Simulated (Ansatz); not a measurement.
# AlH₂O radical (SMILES [O][AlH2]): one structure at several levels

How do the functionals fare away from a minimum? The structure is a structure displaced at random from a GFN2-xTB minimum.

The runs use Ansatz 0.2.0, Gaussian basis; single points in def2-TZVPP.

Correlated methods freeze the cores. Orbitals are unrestricted.

### 1 Where the work starts

SMILES `[O][AlH2]`, 4 atoms, charge 0, spin multiplicity 2.

Atoms are counted from 1 here; the program's logs count them from 0.

Bond lengths: O1–Al2 1.609 Å, Al2–H3 1.593 Å, Al2–H4 1.590 Å. Angles: O1–Al2–H3 136.1°, O1–Al2–H4 136.6°, H3–Al2–H4 87.4°.

Geometry (Å):

```xyz
4
AlH2O
O     0.0659   -0.9192    1.5279
Al    0.0189   -0.0932    0.1475
H    -0.9012   -0.0838   -1.1525
H     0.8793    1.0514   -0.5430
```

### 2 CCSD(T)/def2-TZVPP

run/in.yaml reads:

```yaml
crystal:
  periodic: [false, false, false]
  atoms:
    - {symbol: O, position_ang: [0.065900, -0.919200, 1.527900]}
    - {symbol: Al, position_ang: [0.018900, -0.093200, 0.147500]}
    - {symbol: H, position_ang: [-0.901200, -0.083800, -1.152500]}
    - {symbol: H, position_ang: [0.879300, 1.051400, -0.543000]}
basis:
  gaussian: {orbitals: def2-TZVPP}
magnetization: {spin_polarized: true, initial_magnetization: 1}
correlation: {method: ccsd_t}
scf: {omitted_lower_state_checks: [cluster_reference]}
output: {forces: true}
```

The command line of these runs was not kept.

### 3 PBE0-D4/def2-TZVPP

Edit run/in.yaml of step 2 so:

```diff
@@ -10,4 +10,3 @@
 magnetization: {spin_polarized: true, initial_magnetization: 1}
-correlation: {method: ccsd_t}
-scf: {omitted_lower_state_checks: [cluster_reference]}
-output: {forces: true}
+hamiltonian: {xc: pbe0, dispersion: d4}
+output: {forces: true, orbitals: {seedname: orbitals}}
```

### 4 wB97M-V/def2-TZVPP

Edit run/in.yaml of step 3 so:

```diff
@@ -10,3 +10,3 @@
 magnetization: {spin_polarized: true, initial_magnetization: 1}
-hamiltonian: {xc: pbe0, dispersion: d4}
-output: {forces: true, orbitals: {seedname: orbitals}}
+hamiltonian: {xc: {name: wB97M-V}}
+output: {forces: true}
```

### 5 r2SCAN-D4/def2-TZVPP

Edit run/in.yaml of step 4 so:

```diff
@@ -10,3 +10,3 @@
 magnetization: {spin_polarized: true, initial_magnetization: 1}
-hamiltonian: {xc: {name: wB97M-V}}
+hamiltonian: {xc: r2scan, dispersion: d4}
 output: {forces: true}
```

### 6 PBE-D4/def2-TZVPP

Edit run/in.yaml of step 5 so:

```diff
@@ -10,3 +10,3 @@
 magnetization: {spin_polarized: true, initial_magnetization: 1}
-hamiltonian: {xc: r2scan, dispersion: d4}
+hamiltonian: {xc: pbe, dispersion: d4}
 output: {forces: true}
```

### 7 HSE06-D4/def2-TZVPP

Edit run/in.yaml of step 6 so:

```diff
@@ -10,3 +10,3 @@
 magnetization: {spin_polarized: true, initial_magnetization: 1}
-hamiltonian: {xc: pbe, dispersion: d4}
+hamiltonian: {xc: hse06, dispersion: d4}
 output: {forces: true}
```

### 8 BHLYP-D4/def2-TZVPP

Edit run/in.yaml of step 7 so:

```diff
@@ -10,3 +10,3 @@
 magnetization: {spin_polarized: true, initial_magnetization: 1}
-hamiltonian: {xc: hse06, dispersion: d4}
+hamiltonian: {xc: {name: BHLYP}, dispersion: d4}
 output: {forces: true}
```

(Steps that only read results are left out.)

Before running it: what results should come out? Wanted: energy less free atoms, CCSD(T)/def2-TZVPP; RMS force component; RMS force error; HOMO and LUMO, PBE0-D4; T1 diagnostic.

The runs gave:

```
                                  quantity                                                                                             value
energy less free atoms, CCSD(T)/def2-TZVPP                                                                                     -887.5 kJ/mol
                       RMS force component                                                              1.132 to 1.960 eV/Å over the methods
                           RMS force error  PBE0-D4 0.466, wB97M-V 0.172, r2SCAN-D4 0.702, PBE-D4 0.875, HSE06-D4 0.483, BHLYP-D4 0.163 eV/Å
                    HOMO and LUMO, PBE0-D4                                                                                -8.16 and -5.14 eV
                             T1 diagnostic                                                                                             0.034
```

What this shows: Against CCSD(T) the functionals' energies less atoms differ by -63.2 to -5.0 kJ/mol, PBE-D4 by -63.2 kJ/mol. The reference is not at the basis limit: in triple zeta CCSD(T) underbinds, which counts against methods that bind more; the gaps are no ranking. For forces BHLYP-D4 does best and PBE-D4 worst. Frozen-core CCSD(T) forces in triple zeta carry basis errors of their own, and this is one geometry, so small gaps rank nothing.
